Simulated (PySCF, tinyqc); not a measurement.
A ladder of methods, and size consistency: correlation methods against full CI in the sto-3g basis, for CH2, spin multiplicity 1. Computed by the program tinyqc with PySCF. 

Geometry (angstrom):

| atom | x | y | z |
|---|---|---|---|
| C | 0.0000 | 0.0000 | 0.0000 |
| H | 0.0000 | 1.0330 | 0.6400 |
| H | 0.0000 | -1.0330 | 0.6400 |

RHF energy of one = -38.349729 hartree

All electrons correlated; +Q is the Davidson correction (1 - c0^2) E_corr. The last columns treat two copies 100 angstrom apart as one system. FCI is the lowest singlet.

Correlation energies (hartree):

| method | E_corr of one | share of FCI (%) | E_corr of two at 100 angstrom | two minus twice one (mhartree) |
|---|---|---|---|---|
| MP2 | -0.040715 | 58.5187 | -0.081430 | 0.0000 |
| CISD | -0.065818 | 94.5988 | -0.124032 | 7.6046 |
| CISD+Q | -0.070294 | 101.0308 | -0.137105 | 3.4823 |
| CCSD | -0.068925 | 99.0641 | -0.137850 | -3.35e-05 |
| CCSD(T) | -0.069236 | 99.5111 | -0.138472 | -3.38e-05 |
| FCI | -0.069576 | 100.0000 | - | - |

MP2 recovers 59 %, CISD 94.6 % and CCSD 99.1 % of the FCI value (c0^2 = 0.932 in CISD). MP2 and coupled cluster are size consistent, so their last column vanishes; CISD loses 7.60 mhartree, since a double excitation on each copy is a quadruple of the pair, and the Davidson correction leaves +3.48. The restricted reference is unstable here: a spin-polarised solution lies 0.0319 hartree lower (PySCF), so results built on it describe a poor reference.
